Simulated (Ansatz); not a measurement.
# BH₄O (doublet): the correlation ladder at distance B1–H4 along a hydrogen transfer = 1.379 Å, cc-pVDZ

The task here is to estimate one member of a computed series from the others.

Computed with Ansatz 0.2.0, Gaussian basis. Level: cc-pVDZ, core rule «outside noble gas», up to 2 orbitals frozen.

The runs, in order: UHF; CCSD(T) on ROHF; CCSD(T) on UHF; BCCD(T) on ROHF; CISD; CCSDT(Q) on ROHF; CCSDT(Q) on UHF; CASSCF and MRCISD+Q, 3 electrons in 3 orbitals; CASSCF and NEVPT2, 3 electrons in 3 orbitals.

11 further runs of the same task are left out: 4 for a mislabelled method, 6 that didn't finish, 1 set aside as unsound or not needed.

## What is computed

The geometry derives from fragments relaxed apart (PBE0/def2-TZVP) and kept rigid, so it is no stationary point. A hydrogen atom is moved between rigid fragments.

6 atoms, charge 0, spin multiplicity 2.

Atoms are counted from 1 here; the program's logs count them from 0.

Bond lengths: B1–H2 1.193 Å, B1–H3 1.193 Å, B1–H4 1.379 Å, O5–H6 0.973 Å. Angles: H2–B1–H3 120.0°, H2–B1–H4 120.0°, H3–B1–H4 120.0°.

Set-up of the first run:

The input, in.yaml:

```yaml
crystal:
  periodic: [false, false, false]
  atoms:
    - {symbol: B, position_ang: [-1.575948, 0.030718, 0.000000]}
    - {symbol: H, position_ang: [-2.172681, 1.064290, 0.000000]}
    - {symbol: H, position_ang: [-2.172682, -1.002853, 0.000000]}
    - {symbol: H, position_ang: [-0.196948, 0.030718, 0.000000]}
    - {symbol: O, position_ang: [1.256052, 0.030718, 0.000000]}
    - {symbol: H, position_ang: [1.507911, -0.909232, 0.000000]}
basis:
  gaussian: {orbitals: cc-pVDZ}
magnetization: {spin_polarized: true, initial_magnetization: 1}
hamiltonian: {xc: hf}
output: {orbitals: {seedname: orbitals}}
```

Run with:

```bash
$ ansatz run in.yaml --threads 1 --pin off --events-out ev --progress --plain --max-ram 2393MiB
```

Steps of the session up to this table: UHF; CCSD(T) on ROHF; CCSD(T) on UHF; BCCD(T) on ROHF; CISD; CCSDT(Q) on ROHF; CCSDT(Q) on UHF; CASSCF and MRCISD+Q, 3 electrons in 3 orbitals; CASSCF and NEVPT2, 3 electrons in 3 orbitals.

One table of the session follows, with a row left open; its other results are not shown here.

```
       method  from UCCSDT(Q) (meV)
         ROHF               +8497.7
          UHF               +8285.7
         RMP2               +1277.4
         UMP2               +1257.7
         CISD                +873.8
        RCCSD                +185.4
        UCCSD                +180.7
     RCCSD(T)                 +37.9
     UCCSD(T)                 +37.7
      BCCD(T)                 +37.5
       RCCSDT                 +13.8
       UCCSDT                     ?
    RCCSDT(Q)                  +0.6
    UCCSDT(Q)                     0
  CASSCF pair               +7927.0
  NEVPT2 pair               +1144.0
  MRCISD pair                +751.5
MRCISD+Q pair                +120.9
```

Q: Estimate the row for UCCSDT from the others.

The run gave: from UCCSDT(Q) (meV): +13.2. In the column «from UCCSDT(Q) (meV)» it lies between RCCSDT(Q) (+0.6) and RCCSDT (+13.8).

Caveats from the session: Restricted and unrestricted rows rest on different reference determinants; where their highest levels disagree by more than a few hundredths of an eV, they describe different states and don't form one ladder.
